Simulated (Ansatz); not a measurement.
# SiNHO (quintet): from Hartree-Fock to the top rungs, def2-QZVPP

The task here is to estimate one member of a computed series from the others.

Method: def2-QZVPP, core rule «outside noble gas», up to 7 orbitals frozen; program: Ansatz 0.2.0, Gaussian basis.

To be run: UHF; ROHF; CCSD(T) on UHF.

2 further runs of the same task are left out: 2 set aside as unsound or not needed. Runs told in other sessions of the task aren't counted.

## The system

The geometry is a PBE0/def2-TZVP stationary point (not a proven minimum) of the parent state, kept for this charge and spin.

4 atoms, charge 0, spin multiplicity 5.

Atoms are counted from 1 here; the program's logs count them from 0.

Bond lengths: O1–N2 1.272 Å, N2–Si3 1.774 Å, N2–H4 1.026 Å. Angles: O1–N2–Si3 124.5°, O1–N2–H4 113.3°, Si3–N2–H4 122.2°.

Set-up of the first run:

File in.yaml:

```yaml
crystal:
  periodic: [false, false, false]
  atoms:
    - {symbol: O, position_ang: [0.000000, -0.337465, 1.530169]}
    - {symbol: N, position_ang: [0.000000, 0.447419, 0.529033]}
    - {symbol: Si, position_ang: [0.000000, -0.082561, -1.163926]}
    - {symbol: H, position_ang: [0.000000, 1.439714, 0.791361]}
basis:
  gaussian: {orbitals: "def2-QZVPP.json"}
magnetization: {spin_polarized: true, initial_magnetization: 4}
hamiltonian: {xc: hf}
output: {orbitals: {seedname: orbitals}}
```

The run is started by

```bash
ansatz run in.yaml --threads 1 --pin off --events-out ev --progress --plain --max-ram 2393MiB
```

Steps of the session up to this table: UHF; ROHF; CCSD(T) on UHF.

One table of the session follows, with a row left open; its other results are not shown here.

It belongs to the step «Misses and costs». 

```
  method  from UCCSD(T) (kJ/mol)
    ROHF                 +1437.8
     UHF                 +1410.8
    UMP2                       ?
   UCCSD                   +66.4
UCCSD(T)                       0
```

Q: Estimate the row for UMP2 from the others.

The run gave: from UCCSD(T) (kJ/mol): +123.1. In the column «from UCCSD(T) (kJ/mol)» it lies between UCCSD (+66.4) and UHF (+1410.8).
